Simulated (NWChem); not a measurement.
System: B cation, singlet

Program: NWChem. Low-valent species are run as closed-shell singlets; no triplet was tried in these runs. GIAO values for the isolated, static molecule; σ is the absolute isotropic shielding.

```json
[
 {"level": "B3LYP/IGLO-III", "σ B1 (ppm)": "193.9"},
 {"level": "PBE/pcSseg-1", "σ B1 (ppm)": "193.6"},
 {"level": "KT2/pcSseg-1", "σ B1 (ppm)": "193.9"},
 {"level": "BHandHLYP/pcSseg-1", "σ B1 (ppm)": "193.7"}
]
```
